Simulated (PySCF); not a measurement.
The dipole of `F/C=C\Cl` (cis-1-chloro-2-fluoroethylene) from its density and from atomic charges.

Coordinates (GFN2-xTB, Å) and charges (e) from the PBE0/pcSseg-1 density (PySCF):

```
atom       x       y       z  Mulliken      IAO  Hirshfeld  ESP-fitted
  F1  -1.173   1.282  -0.060   -0.2592  -0.2538    -0.0775     -0.1300
  C2  -0.698   0.034  -0.037   +0.2832  +0.1366    +0.0364     +0.1316
  C3   0.592  -0.254   0.025   -0.2400  -0.2347    -0.0614     -0.3473
 Cl4   1.835   0.926   0.084   -0.0653  -0.0015    -0.0294     -0.0065
  H5  -1.481  -0.708  -0.074   +0.1134  +0.1691    +0.0697     +0.1301
  H6   0.928  -1.277   0.041   +0.1678  +0.1843    +0.0621     +0.2221
```

Question: Form Σ q r in debye for every column and set it beside the full dipole.

Answer: The full density gives (-0.69, -2.14, -0.03) D, 2.25 D in size; dipole vectors point from the negative to the positive end.

| scheme | μx | μy | μz | size (D) | share of the full size (%) | angle to the full dipole (°) |
| --- | --- | --- | --- | --- | --- | --- |
| Mulliken | -0.81 | -2.96 | -0.04 | 3.07 | 136 | 3 |
| IAO | -0.09 | -2.97 | 0.00 | 2.97 | 132 | 16 |
| Hirshfeld | -0.34 | -1.15 | -0.02 | 1.19 | 53 | 1 |
| ESP-fitted | -0.69 | -2.19 | -0.03 | 2.30 | 102 | 0 |

Question: Which set comes closest?

Answer: Length of the difference vector: ESP-fitted 0.05 D, Mulliken 0.83 D, IAO 1.02 D, Hirshfeld 1.06 D. Closest: ESP-fitted. 

Question: What is left for the Hirshfeld atoms' own dipoles?

Answer: The shares of the density sum to the whole, so what Σ q r misses lies in dipoles about the nuclei. The atomic dipoles sum to (-0.69, -2.14, -0.03) − (-0.34, -1.15, -0.02) = (-0.35, -0.99, -0.01) D, 1.06 D in size.

Question: With the origin at the mean of the coordinates, (0.001, 0.000, -0.004) Å, which are the largest single terms, by size, of the Hirshfeld dipole along the direction of the full one?

Answer: H5 +0.38, F1 +0.32, H6 +0.28, Cl4 +0.20, C2 +0.03 D; all 6 atoms together +1.19 D. The single terms depend on the origin, their sum doesn't.

Question: Give the size of the full dipole in other units.

Answer: 2.25 D = 0.886 au = 0.469 e·Å = 7.51 × 10⁻³⁰ C·m.

Geometry: GFN2-xTB; no solvent, vibrations or thermal averaging.

These values come from a run that also computed NMR shieldings. The run took 5.4 s on an x86-64 server with one thread, on a shared host.
